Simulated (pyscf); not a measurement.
Structures and frequencies: ωB97X-D3(BJ)/def2-SVP in PySCF.

Question: PBE/def2-TZVP puts the barrier of H₂N–GeH₂–SnH₃ (SMILES [NH2][GeH2][SnH3]) + H₂ (SMILES [H][H]) -> H₃Ge–SnH₃ (SMILES [GeH3][SnH3]) + NH₃ (SMILES N) (four-centre exchange; singlet surface; Ge–N, H–H broken, Ge–H, H–N formed) at 1.71 eV and the reaction energy at -0.31 eV, from the separated reactants. What do B3LYP-D3(BJ)/def2-TZVP, M06-2X/def2-TZVP, ωB97M-D3(BJ)/def2-TZVP give on the same structures?

Answer: B3LYP-D3(BJ): ΔE‡ = 1.93 eV, ΔE = -0.28 eV; M06-2X: ΔE‡ = 2.04 eV, ΔE = -0.14 eV; ωB97M-D3(BJ): ΔE‡ = 1.96 eV, ΔE = -0.33 eV. PBE's barrier lies under all of them, by 0.21 to 0.32 eV. Its reaction energy lies among theirs. Low barriers are usual for a GGA, whose delocalisation error favours stretched bonds. On the product side the descent ends in a complex, 0.20 eV under the separated species and 2.47 eV under the saddle at ωB97X-D3(BJ)/def2-TZVP. At the saddle there is also a short Ge–H contact that neither side keeps. This is the saddle that the search found; another between the same sides may lie lower. Elements up to Kr have no core potential and no relativistic terms here. Elements past Kr carry the def2 core potentials, without spin-orbit coupling.
